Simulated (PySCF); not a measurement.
How well do the runs reproduce experiment for diethyl sulfide?

**What was measured.**

From NIST CCCBDB Release 22 (SRD 101), experimental polarizabilities, for the gas: mean polarisability 10.549 Å³.

How close the calculation comes is told at the end.

Diethyl sulfide, C₄H₁₀S.
Atom-mapped SMILES: `[CH3:1][CH2:2][S:3][CH2:4][CH3:5]` (hydrogens: H6, H7, H8 on C1; H9, H10 on C2; H11, H12 on C4; H13, H14, H15 on C5)

Geometry (GFN2-xTB, Å), atoms numbered from 1 in this order:
```
atom  x, y, z in Å
C1    -2.1678   -0.2071    0.1047
C2    -1.1826    0.8126   -0.4343
S3    -0.0639    0.1050   -1.6935
C4     1.1461   -0.7649   -0.6364
C5     2.1997    0.1688   -0.0717
H6    -2.8394    0.2657    0.8191
H7    -1.6527   -1.0229    0.6082
H8    -2.7573   -0.6240   -0.7085
H9    -0.5669    1.2378    0.3576
H10   -1.7040    1.6191   -0.9482
H11    1.5984   -1.5132   -1.2859
H12    0.5918   -1.2708    0.1532
H13    2.9078   -0.3922    0.5354
H14    2.7402    0.6571   -0.8789
H15    1.7461    0.9369    0.5517
```

The PySCF runs (gas phase, on this GFN2-xTB geometry; no spin–orbit coupling):

```tsv
level	job	basis functions	wall time
CAM-B3LYP/def2-SVPD	8 singlets by full TDDFT, 3 Tamm–Dancoff triplets, polarisability	187	27 s
```

Hardware: one thread of an Arm Neoverse V2, no GPU, on a shared host.

**Comparison with experiment**

**Mean polarisability.** Measured: 10.549 Å³ (NIST CCCBDB Release 22 (SRD 101), experimental polarizabilities).

```json
{"level": "CAM-B3LYP/def2-SVPD", "computed (Å³)": "10.651", "computed − measured (Å³)": "+0.102", "% (from the printed values)": "+1"}
```

The computed values are static and purely electronic, with core orbitals frozen in the response (1 au = 0.148185 Å³). The table of measured values doesn't say here whether a value is static or optical, or holds a vibrational part. The measurement averages over conformers, the calculation has one.

The geometry is computed, not the measured one. Where a level misses, the cause wasn't examined.
